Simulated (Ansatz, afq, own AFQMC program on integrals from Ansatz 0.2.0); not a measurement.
Where AFQMC and coupled cluster stand for NHO, triplet

```tsv
atom	x (Å)	y (Å)	z (Å)
N	0.0000	-0.1231	0.5972
O	0.0000	0.0652	-0.6011
H	0.0000	0.6766	1.2433
```

Connectivity, by distances: NH–O.

Basis cc-pVDZ. Only valence electrons are correlated. Ansatz 0.2.0 and our own AFQMC program on the same integrals; the CISD trial comes from CCSD amplitudes, and released means the phaseless constraint is let go. Error bars are statistical, one sigma.

Determinant: UHF, the one that the program's search chose, which needn't be the lowest solution. The geometry is a point of a scan.

No full CI on the walks' own integrals is used here; CCSDT(Q) serves as the reference and is uncertain by about the last step of the cluster series.

Cautions: lower spins were not checked.

The T1 diagnostic is 0.0322 and the weight of the determinant in the CISD state is 0.884. The ⟨S²⟩ of the determinant is 2.026 and the size of the correlated space is 12 electrons in 31 orbitals.

```json
{"level": "MP2", "correlation energy (eV)": "-8.4625"}
{"level": "CCSD", "correlation energy (eV)": "-8.9918"}
{"level": "CCSD(T)", "correlation energy (eV)": "-9.2358"}
```

(1) Estimate where phaseless AFQMC with a CISD trial lies against CCSD(T) on the same integrals.

(1) 1.2 ± 1.8 kJ/mol below CCSD(T). The gap is under twice the noise, so this walk alone can't tell the two apart.

Reference: CCSDT(Q), correlation energy -9.284 eV. The released energy is read at 2.40 1/Eh (meV from the phaseless value at times in 1/Eh: -39 ± 19 at 0.24, -32 ± 15 at 0.51, -41 ± 19 at 0.99, -74 ± 26 at 1.62, -42 ± 27 at 2.40).

```tsv
level	E − E(reference) (kJ/mol)	share of correlation (%)
CCSD(T)	4.7	99.48
CCSDT	3.3	99.63
ph-AFQMC/HF	6.7 ± 7.4	99.25
ph-AFQMC/CISD	3.5 ± 1.8	99.61
released AFQMC	-0.5 ± 2.6	100.05
```

A walk keeps the symmetry of its determinant, which the program's search chose and which needn't be the lowest solution, so a lower state of the same spin and another symmetry isn't excluded. Released energies are given only where the last usable release times agree within the noise; a slower fall can still hide under it.
